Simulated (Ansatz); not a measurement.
`CN(C)C=S` + H₂O → `OC=S` + `CNC` at 298.15 K and 1 bar (formal hydrolysis of a C–N bond).

Program: Ansatz. Geometries: PBE0-D4/def2-TZVP. ΔE: electronic, gas phase. CCSD(T)/CBS is the MP2 limit (def2-TZVPP, def2-QZVPP) plus CCSD(T) − MP2 in def2-TZVPP, frozen cores. This one scheme is used for every species. One conformer a species, not always the lowest.

```json
{"species": "`CN(C)C=S`", "CCSD(T)/CBS energy (Eh)": "-570.83214", "H − E (kJ/mol)": "282.8", "S (J/(mol·K))": "333.4"}
{"species": "H₂O", "CCSD(T)/CBS energy (Eh)": "-76.37941", "H − E (kJ/mol)": "66.4", "S (J/(mol·K))": "188.7"}
{"species": "`OC=S`", "CCSD(T)/CBS energy (Eh)": "-512.17609", "H − E (kJ/mol)": "94.1", "S (J/(mol·K))": "260.5"}
{"species": "`CNC`", "CCSD(T)/CBS energy (Eh)": "-135.00321", "H − E (kJ/mol)": "256.9", "S (J/(mol·K))": "271.4"}
```

H − E and S are ideal-gas, rigid-rotor, harmonic terms from PBE0-D4/def2-TZVP, for one conformer and one mirror image of each species. 1 Eh = 2625.50 kJ/mol, R = 8.31446 J/(mol·K).

**Question.** By hand: ΔE, ΔH, ΔS and ΔG.

**Answer.** ΔE = (-512.17609) + (-135.00321) − (-570.83214) − (-76.37941) = 0.03225 Eh = 84.7 kJ/mol. Δ(H − E) = 94.1 + 256.9 − 282.8 − 66.4 = 1.8, so ΔH = 86.5 kJ/mol. ΔS = 260.5 + 271.4 − 333.4 − 188.7 = 9.8 J/(mol·K). ΔG = 86.5 − 298.15 × (9.8)/1000 = 83.6 kJ/mol.

**Question.** By hand: the equilibrium constant, and the temperature at which ΔG would vanish if ΔH and ΔS stayed fixed.

**Answer.** log₁₀ K = −ΔG/(RT ln 10) = -14.6. ΔG = 0 at ΔH/ΔS = 8827 K, far beyond where these terms or the molecules hold.

The number of gas molecules stays the same, so ΔS is small and ΔH decides. A doubt of 5 kJ/mol in ΔE shifts log₁₀ K by 0.9 here. Other conformers and mirror images would add mixing entropy, several J/(mol·K) or more a flexible species. These are equilibria of isolated gas molecules and say nothing of rates. Largest T1 diagnostic: 0.018 (customary marks: 0.02 for closed shells, 0.045 for open ones).
